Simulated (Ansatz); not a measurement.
**C₂F+ (quintet): from Hartree-Fock to the top rungs, def2-TZVPP**

An exercise on one series of results from a longer session: the logs are not shown, and one member is left open.

The runs use Ansatz 0.2.0, Gaussian basis; def2-TZVPP, core rule «outside noble gas», up to 3 orbitals frozen.

The runs, in order: UHF; ROHF; CCSD(T) on UHF.

**The system**

The geometry is a PBE0/def2-TZVP stationary point (not a proven minimum) of the parent state, kept for this charge and spin.

3 atoms, charge 1, spin multiplicity 5.

Atoms are counted from 1 here; the program's logs count them from 0.

Bond lengths: C1–C2 1.444 Å, C2–F3 1.292 Å. Angles: C1–C2–F3 117.8°.

Set-up of the first run:

Contents of in.yaml:

```yaml
crystal:
  periodic: [false, false, false]
  atoms:
    - {symbol: C, position_ang: [0.000000, -0.230648, 1.382426]}
    - {symbol: C, position_ang: [0.000000, 0.503978, 0.138719]}
    - {symbol: F, position_ang: [0.000000, -0.172798, -0.961661]}
basis:
  gaussian: {orbitals: def2-TZVPP}
total_charge: 1
magnetization: {spin_polarized: true, initial_magnetization: 4}
hamiltonian: {xc: hf}
output: {orbitals: {seedname: orbitals}}
```

Started as:

```console
$ ansatz run in.yaml --threads 1 --pin off --events-out ev --progress --plain --max-ram 4096MiB --backend cpu
```

Steps of the session up to this table: UHF; ROHF; CCSD(T) on UHF.

One table of the session follows, with a row left open; its other results are not shown here.

It belongs to the step «Misses and costs». 

| method | from UCCSD(T) (kJ/mol) |
| --- | --- |
| ROHF | +1169.6 |
| UHF | ? |
| UMP2 | +94.6 |
| UCCSD | +45.1 |
| UCCSD(T) | 0 |

Q: Estimate the row for UHF from the others.

As computed: from UCCSD(T) (kJ/mol): +1161.1. In the column «from UCCSD(T) (kJ/mol)» it lies between UMP2 (+94.6) and ROHF (+1169.6).
